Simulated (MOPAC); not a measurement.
Input for MOPAC: PM7 on CH2O (SMILES C=O).

```
PM7 1SCF PRECISE CHARGE=0 THREADS=1
CH2O

C      0.00000000 1     0.60123980 1    -1.35383976 1
O      0.00000000 1    -0.59301814 1    -1.55209021 1
H      0.93542250 1     1.17427624 1    -1.26515132 1
H     -0.93542250 1     1.17427624 1    -1.26515132 1
```

Output:

```
*******************************************************************************
 **                                                                           **
 **                              MOPAC v23.2.5                                **
 **                                                                           **
 *******************************************************************************
 ** MOPAC's Digital Object Identifier: https://doi.org/10.5281/zenodo.6511958 **
 **                                                                           **
 ** Please cite the open-source release paper for use of this MOPAC version:  **
 ** J. E. Moussa and J. J. P. Stewart (2026)                                  **
 ** MOPAC: An open-source semiempirical molecular orbital program             **
 ** J. Open Source Softw., 11(119), 8025, https://doi.org/10.21105/joss.08025 **
 *******************************************************************************

                              PM7 CALCULATION RESULTS

 *******************************************************************************
 *  PM7        - The PM7 Hamiltonian to be used
 *
 *
 *
 *                 CHARGE ON SYSTEM = 0
 *
 *
 *
 *  PRECISE    - TIGHTER CRITERIA TO BE USED
 *  1SCF       - DO 1 SCF AND THEN STOP
 *  THREADS=1  - MULTI-THREADING NOT USED
 *  T=         - A TIME OF 172800.0 SECONDS REQUESTED
 *  DUMP=N     - RESTART FILE WRITTEN EVERY 7200.0 SECONDS REQUESTED
 *******************************************************************************
PM7 1SCF PRECISE CHARGE=0 THREADS=1
 CH2O

   ATOM   CHEMICAL          X               Y               Z
  NUMBER   SYMBOL      (ANGSTROMS)     (ANGSTROMS)     (ANGSTROMS)

     1       C          0.00000000  *   0.60123980  *  -1.35383976  *
     2       O          0.00000000  *  -0.59301814  *  -1.55209021  *
     3       H          0.93542250  *   1.17427624  *  -1.26515132  *
     4       H         -0.93542250  *   1.17427624  *  -1.26515132  *



          CARTESIAN COORDINATES

    NO.       ATOM           X           Y           Z

     1         C          0.0000      0.6012     -1.3538
     2         O          0.0000     -0.5930     -1.5521
     3         H          0.9354      1.1743     -1.2652
     4         H         -0.9354      1.1743     -1.2652

 General Reference for PM7:
 "Optimization of Parameters for Semiempirical Methods VI: More Modifications to the
 NDDO Approximations and Re-optimization of Parameters", J. J. P. Stewart, J. Mol. Mod., 1:32, 19 (2013)
 https://link.springer.com/article/10.1007/s00894-012-1667-x

           Empirical Formula: C H2 O  =     4 atoms



      MOLECULAR POINT GROUP   :   C2v


      RHF CALCULATION, NO. OF DOUBLY OCCUPIED LEVELS = 6


 -------------------------------------------------------------------------------
 PM7 1SCF PRECISE CHARGE=0 THREADS=1
 CH2O



     1SCF WAS SPECIFIED, SO BFGS WAS NOT USED
     SCF FIELD WAS ACHIEVED


                              PM7 CALCULATION
                                                       MOPAC v23.2.5 Linux




          FINAL HEAT OF FORMATION =        -25.44029 KCAL/MOL =    -106.44217 KJ/MOL


          COSMO AREA              =         60.72 SQUARE ANGSTROMS
          COSMO VOLUME            =         42.58 CUBIC ANGSTROMS

          IONIZATION POTENTIAL    =         10.335070 EV
          HOMO LUMO ENERGIES (EV) =        -10.335  0.392
          NO. OF FILLED LEVELS    =          6
          MOLECULAR WEIGHT        =         30.0262         POINT GROUP:  C2v

          MOLECULAR DIMENSIONS (Angstroms)

            Atom       Atom       Distance
            H     3    O     2     2.02007
            H     4    O     2     1.65818
            H     3    C     1     0.00429


          SCF CALCULATIONS        =          1





   ATOM   CHEMICAL          X               Y               Z
  NUMBER   SYMBOL      (ANGSTROMS)     (ANGSTROMS)     (ANGSTROMS)

     1       C          0.00000000  *   0.60123980  *  -1.35383976  *
     2       O          0.00000000  *  -0.59301814  *  -1.55209021  *
     3       H          0.93542250  *   1.17427624  *  -1.26515132  *
     4       H         -0.93542250  *   1.17427624  *  -1.26515132  *

                             CARTESIAN COORDINATES

   1    C        0.000000000     0.601239800    -1.353839760
   2    O        0.000000000    -0.593018140    -1.552090210
   3    H        0.935422500     1.174276240    -1.265151320
   4    H       -0.935422500     1.174276240    -1.265151320


           Empirical Formula: C H2 O  =     4 atoms



      MOLECULAR POINT GROUP   :   C2v


                  EIGENVALUES
 -31.01989 -23.02506 -16.71080 -14.96046 -14.08049 -10.33507   0.39215   4.39058
   4.85535   4.99622


              NET ATOMIC CHARGES AND DIPOLE CONTRIBUTIONS

  ATOM NO.   TYPE          CHARGE      No. of ELECS.   s-Pop       p-Pop
    1          C           0.198451        3.8015     1.15502     2.64653
    2          O          -0.400018        6.4000     1.88151     4.51851
    3          H           0.100784        0.8992     0.89922
    4          H           0.100784        0.8992     0.89922
 DIPOLE           X         Y         Z       TOTAL
 POINT-CHG.    -0.000     2.849     0.467     2.887
 HYBRID         0.000    -0.203    -0.034     0.206
 SUM           -0.000     2.646     0.433     2.681


          ATOMIC ORBITAL ELECTRON POPULATIONS

     Atom    s        px        py        pz
    1  C   1.15502   1.06937   0.88690   0.69026
    2  O   1.88151   1.94610   1.25920   1.31321
    3  H   0.89922
    4  H   0.89922

 **********************
 *                    *
 * JOB ENDED NORMALLY *
 *                    *
 **********************




 == MOPAC DONE ==
```

The run finished.

Cost: roughly 0.04 core-seconds.
